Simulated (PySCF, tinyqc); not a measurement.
Worked calculation: coupled-perturbed Hartree-Fock on RHF in the sto-3g basis, for CH+, spin multiplicity 1. The lowest restricted solution is unstable here: a spin-polarised one lies 0.0083 hartree lower (PySCF). One step of it, computed by the program tinyqc.

Task: Coupled step 2. U_ai = -(mu_ai + sum_bj [4 (ai|bj) - (ab|ij) - (aj|bi)] U_bj) / (e_a - e_i); alpha = -4 sum U_ai mu_ai.

U after step 1, order a4, a5, a6:
```
[[0.000000, 0.000000, 0.000000],
 [0.000000, 0.000000, 0.000000],
 [0.002614, -0.233437, -1.679015]]
```

dipole integrals <a|z|i> (bohr), order a4, a5, a6:
```
[[0.000000, 0.000000, 0.000000],
 [0.000000, 0.000000, 0.000000],
 [-0.063167, 0.345806, 1.208515]]
```

orbital energies (hartree): [-11.666012, -1.159951, -0.804395, -0.259651, -0.259651, -0.019327]

Two-electron integrals over orbitals (pq|rs), unique and non-zero (hartree):
```
(11|11) 3.513768    (21|11) -0.330346   (21|21) 0.049671    (22|11) 0.786114
(22|21) -0.011768   (22|22) 0.579198    (31|11) 0.134850    (31|21) -0.017547
(31|22) 0.013707    (31|31) 0.020199    (32|11) -0.095844   (32|21) 0.007864
(32|22) 0.016184    (32|31) 0.014115    (32|32) 0.109232    (33|11) 0.720877
(33|21) -0.010293   (33|22) 0.520135    (33|31) -0.006241   (33|32) -0.042880
(33|33) 0.569955    (41|41) 0.021448    (42|41) 0.026403    (42|42) 0.111970
(43|41) -0.010622   (43|42) -0.037078   (43|43) 0.040142    (44|11) 0.852068
(44|21) -0.010238   (44|22) 0.578767    (44|31) 0.003995    (44|32) -0.052737
(44|33) 0.535052    (44|44) 0.672833    (51|51) 0.021448    (52|51) 0.026403
(52|52) 0.111970    (53|51) -0.010622   (53|52) -0.037078   (53|53) 0.040142
(54|54) 0.036269    (55|11) 0.852068    (55|21) -0.010238   (55|22) 0.578767
(55|31) 0.003995    (55|32) -0.052737   (55|33) 0.535052    (55|44) 0.600295
(55|55) 0.672833    (61|11) 0.109080    (61|21) -0.018924   (61|22) -0.003305
(61|31) -0.004974   (61|32) -0.016356   (61|33) 0.011766    (61|44) 0.003075
(61|55) 0.003075    (61|61) 0.016939    (62|11) -0.176132   (62|21) 0.003005
(62|22) -0.083228   (62|31) -0.013469   (62|32) -0.003404   (62|33) -0.015973
(62|44) -0.093160   (62|55) -0.093160   (62|61) 0.008832    (62|62) 0.081873
(63|11) -0.208817   (63|21) 0.004625    (63|22) -0.062615   (63|31) 0.002983
(63|32) 0.079704    (63|33) -0.073386   (63|44) -0.110303   (63|55) -0.110303
(63|61) -0.005589   (63|62) 0.063911    (63|63) 0.133366    (64|41) -0.007903
(64|42) -0.032697   (64|43) -0.005728   (64|64) 0.021784    (65|51) -0.007903
(65|52) -0.032697   (65|53) -0.005728   (65|65) 0.021784    (66|11) 0.598851
(66|21) -0.004663   (66|22) 0.507460    (66|31) 0.012560    (66|32) 0.088384
(66|33) 0.491769    (66|44) 0.449505    (66|55) 0.449505    (66|61) -0.007436
(66|62) 0.006937    (66|63) 0.069008    (66|66) 0.627548
```

Give: U after step 2; polarisability.

Result:

U after step 2, order a4, a5, a6:
```
[[0.000, 0.000, 0.000],
 [0.000, 0.000, 0.000],
 [0.002, -0.205, -1.705]]
```

polarisability = 8.524 bohr^3
